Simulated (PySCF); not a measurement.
**Relaxation of singlet SiHCl**

Computed with PBE0 in PySCF with Si def2-TZVP, H def2-TZVP, Cl def2-TZVP; no relativity; density-fitted integrals. A (50,194) grid was used.

A hand-made bent start, of Cs symmetry, held to at least that symmetry:

```xyz
3
charge 0 multiplicity 1, angstrom
Si   -0.9439    0.0000   -0.6877
H    -2.1562    0.0000    0.1612
Cl    0.8173    0.0000    0.5455
```

(1) What forces act on the atoms at the start (eV/Å)?

(2) What does it relax to?

(3) How much energy is released, and in how many steps?

Results:

(1) 
| atom | Fx | Fy | Fz |
| --- | --- | --- | --- |
| Si1 | 1.50 | 0.00 | -1.10 |
| H2 | -0.26 | 0.00 | 1.24 |
| Cl3 | -1.24 | 0.00 | -0.14 |

(2) It ends at Cs with Si–Cl 2.077 Å, Si–H 1.529 Å; Cl–Si–H 94.7° (after a last refinement on a finer grid). A frequency run shows a minimum. Other isomers or separated fragments may lie lower.

(3) 23.9 kJ/mol in 4 steps.

The relaxation took 2.8 s on 2 threads of a shared Arm Neoverse V1 host, with 80 basis functions and 5 gradients; the process peaked at 0.44 GiB.
